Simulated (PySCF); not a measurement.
C4H5N.
Atom-mapped SMILES: `[CH2:1]=[CH:2][C@H:3]1[CH:4]=[N:5]1` (hydrogens: H6, H7 on C1; H8 on C2; H9 on C3; H10 on C4)

Method: MP2 and CCSD/aug-cc-pVDZ in PySCF, restricted Hartree–Fock reference, frozen core, non-relativistic, gas phase, PBE0-D3(BJ)/def2-SVP geometry.

E(HF) = -208.75149 Eh.

(1) How large is the problem?

(2) What are the MP2 and CCSD correlation energies?

(3) What is the T1 diagnostic?

(4) How does correlation change the dipole moment?

Results:

(1) 160 basis functions and 36 electrons; 5 orbitals frozen, which leaves o = 13 correlated occupied and v = 142 virtual orbitals. That is o·v = 1846 singles and o·v(o·v + 1)/2 = 1704781 distinct closed-shell doubles amplitudes before symmetry; the costliest CCSD step grows as o²v⁴ = 6.9 × 10^10.

(2) MP2 -0.7143 Eh and CCSD -0.7512 Eh, which gives totals of -209.46579 and -209.50273 Eh. That is 0.786 eV for each correlated electron at CCSD (1972 kJ/mol in all, 0.359 % of the total energy); MP2 gives 95.1 % of the CCSD value.

(3) 0.0119, below the customary warning level of 0.02. It is the norm of the spatial-orbital singles amplitudes over the root of the number of correlated electrons, so the norm is 0.061.

(4) HF gives 2.35 D and CCSD (unrelaxed density) 2.08 D, a change of -0.27 D.

Connected triples and the basis-set limit are missing.

Shape of the structure used: `[CH2:1]=[CH:2][C@H:3]1[CH:4]=[N:5]1`: C1–C2–C3–C4 154°.

One conformer stands for the species.
